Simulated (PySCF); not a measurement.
Molecule: `Cn1ccnn1`, C₃H₅N₃.

Bonds (- single, = double, # triple, : aromatic): C1-N2 1.440 Å, N2:C3 1.353 Å, C3:C4 1.377 Å, C4:N5 1.355 Å, N5:N6 1.290 Å, N6:N2 1.333 Å. C1 carries H7, H8, H9; C3 carries H10; C4 carries H11.

Geometry PBE0-D3(BJ)/def2-SVP throughout; GIAO in PySCF, gas phase, one conformer, non-relativistic; equivalent atoms averaged; functional PBE0.

Problem. How do the absolute shieldings σ depend on the basis set? (ppm; last column core-seconds on 1 thread of an Arm Neoverse N1, shared host)

Solution. 
| basis set | functions | C4 | C3 | C1 | N6 | N5 | N2 | H11 | H10 | H7/H8/H9 | core-s |
| --- | --- | --- | --- | --- | --- | --- | --- | --- | --- | --- | --- |
| pcSseg-0 | 64 | 45.5 | 56.7 | 153.7 | -164.0 | -149.9 | 10.7 | 24.98 | 25.41 | 28.41 | 6.3 |
| cc-pVDZ | 109 | 65.4 | 76.0 | 161.8 | -107.4 | -92.4 | 31.4 | 23.74 | 24.04 | 27.41 | 12 |
| aug-cc-pVDZ | 183 | 63.2 | 73.9 | 160.7 | -106.8 | -93.7 | 29.1 | 23.59 | 23.92 | 27.29 | 24 |
| cc-pVTZ | 250 | 49.8 | 62.5 | 151.7 | -133.2 | -119.5 | 11.9 | 23.57 | 23.87 | 27.29 | 38 |
| IGLO-III | 260 | 42.3 | 55.3 | 147.3 | -146.9 | -132.0 | 1.7 | 23.64 | 23.97 | 27.34 | 37 |

Problem. Which nucleus moves most, in ppm?

Solution. N5 (pyridine-type nitrogen of an azole): from -149.9 ppm with pcSseg-0 to -92.4 ppm with cc-pVDZ. The smallest spread is 1.13 ppm, at H7/H8/H9. Proton shifts span only some 12 ppm, so a few tenths of a ppm matter as much there as several ppm in carbon.

Problem. Taking the largest basis, IGLO-III (260 functions), as the yardstick, rank the others by their worst heavy-atom deviation.

Solution. cc-pVTZ 13.7 ppm (250 functions), pcSseg-0 17.9 ppm (64 functions), cc-pVDZ 39.6 ppm (109 functions), aug-cc-pVDZ 40.1 ppm (183 functions).

A small basis that lands close on one nucleus may do so by chance; judge by the trend and by all nuclei.
